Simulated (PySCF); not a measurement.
# CH₅AlS, a complex of two parts: interaction energy

The task here is to estimate one member of a computed series from the others.

Programs: PySCF 2.14.0. All values are calculated, for the isolated system unless a continuum is named. Atoms count from 0, parts from 1.

## Starting point

8 atoms, charge 0, multiplicity 1; geometry: GFN2-xTB. Parts: 1 = atoms 0–3, `[AlH3]`, charge 0; 2 = atoms 4–7, `C=S`, charge 0.

Set-up of the first run:

Job settings and geometry (Å):

```
{"job": {"xc": "PBE0", "basis": "def2-SVPD", "d3": "d3bj", "grid": 2, "kind": "geom"}, "charge": 0, "multiplicity": 1, "parts": [{"atoms": "0-3", "charge": 0, "multiplicity": 1}, {"atoms": "4-7", "charge": 0, "multiplicity": 1}]}
Al    -0.187068    -0.293610    -0.300741
H      0.095421    -1.619344     0.510482
H     -1.581070     0.386185    -0.002572
H      0.974049     0.502319    -0.976716
C     -2.038840    -2.110631    -1.343648
S     -0.957479    -1.452174    -2.331181
H     -2.768953    -2.816217    -1.713253
H     -2.062220    -1.861974    -0.279157
```

Launch:

```bash
OMP_NUM_THREADS=1 python cluster_run.py task.json out
```

The driver reads the jobs from task.json and runs them one after another.

Among the steps run: Optimising the geometry at PBE0-D3(BJ)/def2-SVPD; Coupled-cluster interaction energy: CCSD(T) and MP2.

One of the session's tables, all rows but one given; the rest of the session is left out.

It belongs to the step «Coupled-cluster interaction energy: CCSD(T) and MP2». 

| method | interaction energy (kcal/mol) |
| --- | --- |
| HF/aug-cc-pVDZ | ? |
| MP2/aug-cc-pVDZ | -15.23 |
| CCSD/aug-cc-pVDZ | -14.38 |
| CCSD(T)/aug-cc-pVDZ | -15.06 |
| HF/aug-cc-pVTZ | -13.55 |
| MP2/aug-cc-pVTZ | -17.93 |
| SCS-MP2/aug-cc-pVTZ | -16.44 |
| MP2, extrapolated | -18.46 |
| CCSD(T), limit estimate | -18.28 |

Q: Estimate the row for HF/aug-cc-pVDZ from the others.

**Answer.** interaction energy (kcal/mol): -12.11. In the column «interaction energy (kcal/mol)» it is the highest.

Limits of these values: The interaction energy leaves out the deformation of the parts, 2.53 kcal/mol (MP2); added to the CCSD(T) estimate it gives a binding of about -15.75 kcal/mol.
